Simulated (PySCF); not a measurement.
C5H8O.
SMILES with atom numbers: `[CH3:1]/[CH:2]=[CH:3]/[C:4]([CH3:5])=[O:6]` (hydrogens: H7, H8, H9 on C1; H10 on C2; H11 on C3; H12, H13, H14 on C5)

Geometry (PBE0-D3(BJ)/def2-SVP, Å), atoms numbered from 1 in this order:
```
atom  x, y, z in Å
C1    -2.5252   -0.4713    0.0622
C2    -1.2078    0.0722    0.4797
C3    -0.0115   -0.3259    0.0252
C4     1.2408    0.3031    0.5245
C5     2.5258   -0.2055   -0.0790
O6     1.2318    1.1740    1.3680
H7    -3.1558    0.3262   -0.3658
H8    -2.4291   -1.2765   -0.6800
H9    -3.0777   -0.8613    0.9335
H10   -1.1956    0.8753    1.2284
H11    0.0698   -1.1209   -0.7244
H12    2.5080   -0.0851   -1.1742
H13    2.6375   -1.2834    0.1213
H14    3.3781    0.3405    0.3431
```

All values: CAM-B3LYP/def2-SVPD (PySCF, non-relativistic), on one gas-phase PBE0-D3(BJ)/def2-SVP geometry that isn't relaxed in the solvent. The solvent is an IEF-PCM continuum (cavity from Bondi-type radii × 1.2), and excitations are vertical TDDFT with non-equilibrium linear response and a frozen core. Specific hydrogen bonds and non-electrostatic terms are outside this model.

Gas-phase singlets (H = HOMO, L = LUMO):

```csv
state,E (eV),λ (nm),f,leading configurations
S1,3.964,313,0.000,H→L 94%
S2,5.817,213,0.365,H-1→L 97%
S3,7.224,172,0.029,"H→L+1 69%, H→L+2 15%"
S4,7.278,170,0.000,"H-2→L 74%, H→L+4 15%"
S5,7.390,168,0.000,"H→L+4 62%, H-2→L 20%"
```

Q: Give the list for chloroform (ε = 4.711), n² = 2.09.

A: 
```json
{"state": "S1", "E (eV)": "4.104", "λ (nm)": "302", "f": "0.000", "leading configurations": "H→L 94%", "change by rank (eV)": "+0.140"}
{"state": "S2", "E (eV)": "5.601", "λ (nm)": "221", "f": "0.438", "leading configurations": "H-1→L 97%", "change by rank (eV)": "-0.216"}
{"state": "S3", "E (eV)": "7.189", "λ (nm)": "172", "f": "0.000", "leading configurations": "H-2→L 90%", "change by rank (eV)": "-0.035"}
{"state": "S4", "E (eV)": "7.343", "λ (nm)": "169", "f": "0.046", "leading configurations": "H→L+1 75%, H→L+3 12%", "change by rank (eV)": "+0.065"}
{"state": "S5", "E (eV)": "7.508", "λ (nm)": "165", "f": "0.011", "leading configurations": "H-1→L+1 89%", "change by rank (eV)": "+0.118"}
```

Q: What are the lowest 5 singlets in methanol (ε = 32.61)?

A: 
```tsv
state	E (eV)	λ (nm)	f	leading configurations	change by rank (eV)
S1	4.159	298	0.000	H→L 90%	+0.195
S2	5.601	221	0.425	H-1→L 93%	-0.216
S3	7.151	173	0.000	H-2→L 90%	-0.073
S4	7.357	169	0.050	H→L+1 77%, H→L+3 9%	+0.079
S5	7.531	165	0.010	H-1→L+1 86%	+0.141
```

Q: The ground-state energy changes by -0.259 eV from gas to methanol. By how much does the total energy of gas-phase S1 change?

A: E(S1) = E(S0) + excitation energy, so it changes by -0.259 + 0.195 = -0.064 eV: it is lowered less than the ground state, which is what a blue shift means. This is the vertical state, with the slow part of the continuum still set for S0.

Q: How do the frontier levels move from gas to methanol?

A: 
```csv
orbital,gas (eV),solvent (eV),change (eV),"Löwdin shares, gas","Löwdin shares, solvent"
LUMO+2,1.69,1.98,+0.29,"C1 19 %, C5 19 %, H9 9 %, H7 9 %","C1 25 %, C5 15 %, H9 9 %, H7 9 %"
LUMO+1,1.32,1.50,+0.18,"C1 20 %, C5 13 %, C3 12 %, H11 8 %","C5 15 %, C4 14 %, C1 11 %, C2 11 %"
LUMO,-0.32,-0.35,-0.03,"C2 24 %, C4 22 %, O6 18 %, C3 16 %","C4 24 %, C2 23 %, O6 18 %, C3 14 %"
HOMO,-8.71,-8.95,-0.24,"O6 63 %, C4 12 %, C5 10 %, C3 9 %","O6 59 %, C4 12 %, C3 10 %, C5 10 %"
HOMO-1,-9.02,-8.98,+0.04,"C3 34 %, C2 29 %, O6 13 %, C1 8 %","C3 34 %, C2 27 %, O6 13 %, C1 8 %"
HOMO-2,-11.71,-11.52,+0.19,"C2 27 %, C1 17 %, H10 15 %, C3 13 %","C2 26 %, C1 20 %, H10 15 %, C3 12 %"
HOMO-3,-11.75,-11.81,-0.06,"O6 37 %, C5 20 %, C4 18 %, H13 8 %","O6 34 %, C5 24 %, C4 15 %, H13 10 %"
```

The HOMO–LUMO gap goes from 8.39 to 8.60 eV. Rows go by rank; for LUMO+1 the atom shares or the degeneracy differ between the runs, so the row needn't follow one orbital.
